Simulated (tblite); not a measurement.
Species: 2-methyl-1-butene, C₅H₁₀.
Numbering: `[CH2:1]=[C:2]([CH3:3])[CH2:4][CH3:5]` (hydrogens: H6, H7 on C1; H8, H9, H10 on C3; H11, H12 on C4; H13, H14, H15 on C5)

Computed with GFN2-xTB (tblite), gas phase: Langevin dynamics at 300 K from the optimised GFN2-xTB geometry, time step 0.5 fs, friction 0.01 fs⁻¹, 2000 steps. The instantaneous temperature is 2·E(kin)/(3Nk) with all 3N coordinates.

```
t (fs)  T (K)  E(pot) above start (eV)  C1=C2 (Å)  C2–C3 (Å)  C2–C4 (Å)  C4–C5 (Å)  C1–H6 (Å)  C1–C2–C4–C5 (°)
     0    239                    0.000      1.323      1.498      1.505      1.530      1.077              103
    25    132                    0.297      1.333      1.493      1.526      1.517      1.094              106
    50    248                    0.227      1.326      1.496      1.491      1.546      1.062              106
    75    191                    0.323      1.311      1.535      1.503      1.571      1.106              115
   100    143                    0.302      1.322      1.489      1.451      1.537      1.109              110
   125    201                    0.218      1.334      1.531      1.491      1.525      1.058              119
   150    151                    0.454      1.316      1.546      1.506      1.531      1.087              117
   175    223                    0.360      1.325      1.459      1.477      1.589      1.078              120
   200    225                    0.543      1.346      1.517      1.532      1.581      1.082              116
   225    323                    0.369      1.319      1.497      1.510      1.478      1.085              106
   250    254                    0.466      1.322      1.460      1.541      1.487      1.059              113
   275    206                    0.387      1.319      1.468      1.555      1.561      1.083              114
   300    281                    0.393      1.335      1.502      1.520      1.553      1.083              116
   325    376                    0.418      1.324      1.493      1.490      1.555      1.071              125
   350    318                    0.679      1.323      1.472      1.553      1.543      1.075              130
   375    375                    0.639      1.331      1.473      1.517      1.495      1.093              136
   400    315                    0.668      1.315      1.510      1.557      1.503      1.119              125
   425    341                    0.582      1.316      1.483      1.553      1.571      1.049              120
   450    336                    0.725      1.348      1.488      1.522      1.559      1.081              112
   475    272                    0.616      1.360      1.514      1.502      1.563      1.106               98
   500    347                    0.366      1.304      1.505      1.529      1.512      1.064              107
   525    361                    0.392      1.303      1.499      1.503      1.505      1.068              106
   550    376                    0.473      1.362      1.518      1.520      1.539      1.100               95
   575    326                    0.660      1.347      1.489      1.481      1.575      1.072               93
   600    338                    0.540      1.297      1.485      1.553      1.549      1.068               94
   625    348                    0.555      1.339      1.515      1.526      1.479      1.100               86
   650    362                    0.715      1.348      1.463      1.507      1.476      1.083               93
   675    412                    0.585      1.339      1.477      1.556      1.616      1.045               91
   700    349                    0.643      1.318      1.448      1.519      1.588      1.062              101
   725    343                    0.559      1.342      1.555      1.497      1.499      1.100              101
   750    351                    0.663      1.362      1.591      1.492      1.512      1.041               97
   775    324                    0.550      1.320      1.479      1.481      1.590      1.111              110
   800    273                    0.493      1.317      1.501      1.449      1.603      1.110              103
   825    198                    0.475      1.353      1.553      1.475      1.498      1.057              111
   850    258                    0.454      1.327      1.545      1.496      1.511      1.059              119
   875    254                    0.557      1.307      1.488      1.504      1.544      1.153              115
   900    275                    0.532      1.367      1.519      1.471      1.573      1.082              115
   925    274                    0.455      1.351      1.532      1.450      1.539      1.062              113
   950    217                    0.604      1.302      1.564      1.483      1.480      1.091              124
   975    244                    0.410      1.321      1.516      1.531      1.501      1.084              127
  1000    195                    0.418      1.307      1.502      1.502      1.527      1.062              123
```

Q: From 500 fs on, how do temperature and potential energy compare with equipartition?

A: The mean temperature of these 21 frames is 306 K against the target 300 K, and the mean potential energy 0.53 eV against 39 × kT/2 = 0.50 eV for 39 classical harmonic modes. For 15 atoms in a canonical ensemble the temperature itself scatters by T·√(2/(3N)) = 63 K; here its standard deviation is 60 K. The whole run lasts only 10 friction times of 100 fs, so these averages carry a wide statistical error.

Q: What are the kinetic and total energies of the listed frame with the highest potential energy?

A: The one at 450 fs, 0.725 eV above the start. Its kinetic energy is 3NkT/2 = 0.651 eV at 336 K, so the sum is 1.38 eV; over the listed frames the sum runs from 0.46 to 1.42 eV, since the thermostat adds and removes energy.

Q: How much do the listed bonds fluctuate from 500 fs on?

A: 
| bond | at the start (Å) | mean (Å) | standard deviation (Å) |
| --- | --- | --- | --- |
| C1=C2 | 1.323 | 1.330 | 0.022 |
| C2–C3 | 1.498 | 1.512 | 0.035 |
| C2–C4 | 1.505 | 1.501 | 0.028 |
| C4–C5 | 1.530 | 1.534 | 0.042 |
| C1–H6 | 1.077 | 1.080 | 0.026 |

The motion is classical and holds no zero-point motion.

The cost below is that of the whole dynamics run. The run took 6.6 s wall on Arm Neoverse V2, one thread, on a shared host, and the process peaked at 0.18 GiB of memory.
